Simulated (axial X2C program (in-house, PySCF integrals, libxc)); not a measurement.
## Levels of AlH⁻ by electron attachment to AlH (EOM-EA-CCSD)

Computed with an axial X2C code built on PySCF integrals: two-component X2C with atomic mean-field Coulomb and Gaunt terms, Gaussian nuclei, basis Al dyall-av3z, H dyall-av3z with contracted cores.

R = 1.669 Å (near the PBE0 minimum at charge 0 of the determinant lowest at the starting distance; the state shown can have its own minimum elsewhere).

Levels of AlH⁻ obtained by attaching an electron to AlH:

```
  Ω  binding energy (eV)  above lowest (cm⁻¹)                 attached spinor  one-particle weight
1/2                0.133                    0             88% Al pπ, 10% H pπ                 0.95
3/2                0.129                   32             88% Al pπ, 10% H pπ                 0.95
1/2               -0.619                 6065             90% Al pσ, 7% Al sσ                 1.00
1/2               -0.770                 7278   60% Al sσ, 31% H sσ, 7% Al pσ                 0.99
1/2               -0.978                 8957                       95% Al pπ                 0.98
3/2               -0.980                 8972                       95% Al pπ                 0.98
1/2               -1.863                16094  46% H sσ, 23% Al dσ, 18% Al sσ                 0.99
```

Negative binding energies belong to unbound states, resonances or levels that the basis set holds; within some tenths of an eV of zero the sign is not settled.

This point took 3.3 s on 1 thread of Intel(R) Xeon(R) Processor @ 2.30GHz, with other jobs on the host.

Reference electrons by ω block (each with its −ω partner): 1/2: 6, 3/2: 1. 4 electrons of AlH correlated (inner shells frozen), 92 natural virtual spinors (a truncated set); levels can be off by some tenths of an eV. Roots sought by Ω: (1/2: 5, 3/2: 4, 5/2: 2, 7/2: 1); the list ends where they run out and leaves out roots under 60 % one-particle weight. The solver can skip a root, and states that need a further excitation, which the method places far too high, are missing though they may lie low or lowest. T1 of the reference 0.014 (Lee–Taylor). Number of frozen shells: Al 2 s, 1 p; H none.
